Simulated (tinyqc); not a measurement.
Worked calculation: Hueckel theory of the pi electrons with the omega technique, for the molecule C=C (SMILES; centres numbered as the heavy atoms are written). Computed by tinyqc, a small Python program that keeps every step. Settings: charge = 0, omega = 1.4, damping = 0. Command: `OMP_NUM_THREADS=1 python tinyqc.py 21213 21214 out.jsonl` (the two numbers bound the seeds that draw the settings). One thread of a shared host (Intel(R) Xeon(R) Processor @ 2.60GHz), about 0.01 s of CPU time with the checks.

## The Hueckel matrix

Centres:
```
centre,"z_r, pi electrons of the neutral centre",h
1C,1,0.000000
2C,1,0.000000
```

Bonds:
```
i,j,k
1,2,1
```

H_rr = alpha + h_r beta, H_rs = k_rs beta for bonded centres.

Hueckel matrix in units of beta (H = alpha + beta A):
```
,1C,2C
1C,0.000000,1.000000
2C,1.000000,0.000000
```

## Orbitals, round 1

pi electrons, sum of z_r less the charge = 2

Diagonalise; E = alpha + x beta with beta < 0, so the largest x are filled first; degenerate levels share their electrons. P = sum n_i c_ri c_si; each orbital has its largest coefficient positive (the first on a tie).

x values: 1.000000  -1.000000

occupations: 2.000000  0.000000

coefficients:
```
,MO1,MO2
1C,0.707107,0.707107
2C,0.707107,-0.707107
```

charge and bond-order matrix P:
```
,1C,2C
1C,1.000000,1.000000
2C,1.000000,1.000000
```

## Omega technique, round 1

h_r = h_r(0) + omega q_r, omega = 1.4, with q_r = z_r - P_rr.

matrix after round 1:
```
,1C,2C
1C,0.000000,1.000000
2C,1.000000,0.000000
```

## Convergence

Each round sets h_r = h_r(0) + omega (z_r - P_rr), keeping the share named as damping of the old diagonal; repeat until output and input diagonals agree to 1e-6.

Rounds:
```
round,sum n x,largest |h(out) - h(in)|
1,2.000000,3.11e-16
```

Converged in 1 rounds.

## Energy, charges, bond orders

E = sum n x; q_r = z_r - P_rr; bond order p = P_rs; free valence = sqrt(3) - sum of p over the bonds of the atom.

pi energy = 2 alpha + this times beta = 2.000000

pi charges: 1C 0.000000, 2C 0.000000

Bond orders and lengths from R = 1.517 - 0.180 p (angstrom, C-C alone):
```
bond,p,R
1-2,1.000000,1.337000
```

free valence of the carbons: 1C 0.732051, 2C 0.732051

gap between the highest filled and the next level = 2.000000 |beta|
